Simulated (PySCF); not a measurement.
One of the candidates below gave these computed data.

All candidates are C5H10.

* Polarisability: 63.1 au [B3LYP/def2-SVPD]
* UV, first state: lowest singlet excitation: 6.43 eV (193 nm, f = 0.027) [TDDFT B3LYP/def2-SVPD]
* 1H NMR: chemical shifts (computed TMS as zero) by class: 5.04 (1 H), 5.03 (1 H), 2.07 (2 H), 1.87 (3 H), 1.12 (3 H) ppm [GIAO PBE0/pcSseg-1]
* Couplings: largest of the computed one-bond spin–spin couplings (means over like bonds): 13C–1H +161.3, 13C–1H +160.5, 13C–1H +133.1 (×2), 13C–1H +132.8 (×3), 13C–1H +131.7 (×3), 13C–13C +80.1, 13C–13C +42.5, 13C–13C +41.8 Hz [B3LYP/pcJ-1, spin–dipole term left out]
* 13C NMR: chemical shifts (computed TMS as zero) by class: 157.4 (1 C), 116.3 (1 C), 36.5 (1 C), 24.3 (1 C), 17.6 (1 C) ppm [GIAO PBE0/pcSseg-1]
* UV, strongest line: among the 8 lowest singlet transitions: S2 at 7.05 eV (176 nm, f = 0.284) [TDDFT B3LYP/def2-SVPD]
* Dipole: 0.54 D [B3LYP/def2-SVPD]
* Rotational structure: rotational constants A, B, C: 7.194, 3.814, 2.937 GHz [GFN2-xTB]
* Triplet: lowest triplet excitation (Tamm–Dancoff): 4.47 eV [TDA B3LYP/def2-SVPD]

Gas-phase values; electronic properties from PySCF, density fitting. Levels stand in brackets. One conformer (not necessarily the lowest) at the GFN2-xTB geometry, without solvent, vibrations or thermal averaging. NMR classes are plain means over equivalent atoms (diastereotopic ones count apart unless rotation or inversion swaps them), as if these changed places fast.

Question: Which candidate is it?
A. `C1CCCC1` (cyclopentane)
B. `C=C(C)CC` (2-methyl-1-butene)
C. `C=CCCC` (1-pentene)

Answer: B. It is `C=C(C)CC`. Numbering: `[CH2:1]=[C:2]([CH3:3])[CH2:4][CH3:5]`. Its formula, C5H10, gives 1 degree of unsaturation: 0 rings and 1 π bond in the structure found. 5 carbons fall into 5 classes; from least to most shielded: fully substituted alkene carbon [C2] (157.4 ppm), terminal =CH2 carbon [C1] (116.3 ppm), allylic carbon [C4] (36.5 ppm), allylic carbon [C3] (24.3 ppm), methyl carbon [C5] (17.6 ppm). Hydrogen classes from least to most shielded: 1 H on a terminal =CH2 carbon, C1 (5.04 ppm), 1 H on a terminal =CH2 carbon, C1 (5.03 ppm), 2 H on an allylic carbon, C4 (2.07 ppm), 3 H on an allylic carbon, C3 (1.87 ppm), 3 H on a methyl carbon, C5 (1.12 ppm). The couplings run between: +161.3 Hz, terminal =CH2 carbon [C1] and its hydrogen; +160.5 Hz, terminal =CH2 carbon [C1] and its hydrogen; +133.1 Hz, allylic carbon [C4] and its hydrogen (with 1 like pair); +132.8 Hz, methyl carbon [C5] and its hydrogen (with 2 like pairs); +131.7 Hz, allylic carbon [C3] and its hydrogen (with 2 like pairs); +80.1 Hz, terminal =CH2 carbon [C1] and fully substituted alkene carbon [C2]; +42.5 Hz, fully substituted alkene carbon [C2] and allylic carbon [C3]; +41.8 Hz, fully substituted alkene carbon [C2] and allylic carbon [C4]. The optimised geometry has point group C1 and is an asymmetric top.

The others, at the same levels:
- `C1CCCC1` fails: it has 1 carbon class against 5; its computed 13C shifts are 28.9 (5 C) ppm, 1H shifts are 1.59 (10 H) ppm and rotational constant A is 6.583 GHz (against 7.194 GHz).
- `C=CCCC` fails: its computed 13C shifts are 148.9 (1 C), 120.2 (1 C), 43.8 (1 C), 29.0 (1 C), 17.3 (1 C) ppm, 1H shifts are 6.20 (1 H), 5.37 (1 H), 5.20 (1 H), 2.02 (2 H), 1.36 (2 H), 1.07 (3 H) ppm and rotational constant A is 17.975 GHz (against 7.194 GHz).

Each candidate is one conformer, not necessarily the lowest. Dipoles, sizes and rotational constants follow the conformer. The torsions of the flexible species, by atom-mapped SMILES:
- `[CH2:1]=[C:2]([CH3:3])[CH2:4][CH3:5]`: C1–C2–C4–C5 103°
- `[CH2:1]=[CH:2][CH2:3][CH2:4][CH3:5]`: C1–C2–C3–C4 118°, C2–C3–C4–C5 180°
